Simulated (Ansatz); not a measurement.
Geometry optimisation, Ansatz 0.2.0, RKS revPBE/6-31G*.

Input file:

```yaml
crystal:
  periodic: [false, false, false]
  atoms:
    - { symbol: S, position_ang: [-1.14657, 0.79612, -1.8103] }
    - { symbol: C, position_ang: [-0.43877, 0.83265, -0.35811] }
    - { symbol: C, position_ang: [0.67292, -0.05457, 0.03227] }
    - { symbol: S, position_ang: [2.06314, 0.99919, 0.61869] }
    - { symbol: H, position_ang: [-0.81273, 1.49693, 0.41524] }
    - { symbol: H, position_ang: [0.39312, -0.75053, 0.82199] }
    - { symbol: H, position_ang: [1.0844, -0.59125, -0.82391] }
    - { symbol: H, position_ang: [1.40251, 1.54007, 1.64144] }
basis:
  gaussian: { orbitals: "6-31G*" }
hamiltonian:
  xc: revpbe
relax:
  f_tol: 0.015
  max_steps: 40
```

Command:

```bash
$ ansatz run input.yaml --threads 1 --pin off --max-ram 2048MiB --backend cpu --events-out ev --progress --plain --runs-dir out
```

Problem. Where does it end, and by what steps?

Solution. The forces met the threshold. After 10 steps the energy has fallen by 0.094 eV; H8 moved furthest, 0.22 Å.

| step | energy less start (eV) | largest force component (eV/Å) | accepted |
| --- | --- | --- | --- |
| 0 | 0.0000 | 1.002 | yes |
| 1 | -0.0707 | 0.407 | yes |
| 2 | -0.0749 | 0.455 | yes |
| 3 | -0.0915 | 0.090 | yes |
| 4 | -0.0928 | 0.051 | yes |
| 5 | -0.0935 | 0.029 | yes |
| 6 | -0.0939 | 0.036 | yes |
| 7 | -0.0940 | 0.019 | yes |
| 8 | -0.0940 | 0.018 | yes |
| 9 | -0.0941 | 0.015 | yes |
| 10 | -0.0941 | 0.011 | yes |

```xyz
8
Properties=species:S:1:pos:R:3
S -1.127 0.849 -1.915
C -0.501 0.807 -0.400
C 0.675 -0.025 0.042
S 2.085 1.081 0.553
H -0.943 1.431 0.397
H 0.409 -0.682 0.890
H 1.057 -0.643 -0.784
H 1.563 1.451 1.754
```

Whether the end is a true minimum wasn't checked by a vibrational analysis.

Time of the run: 48 s on 1 thread of Intel(R) Xeon(R) Processor @ 2.50GHz (Skylake/Cascade Lake), on a shared host, peak memory 0.15 GiB.
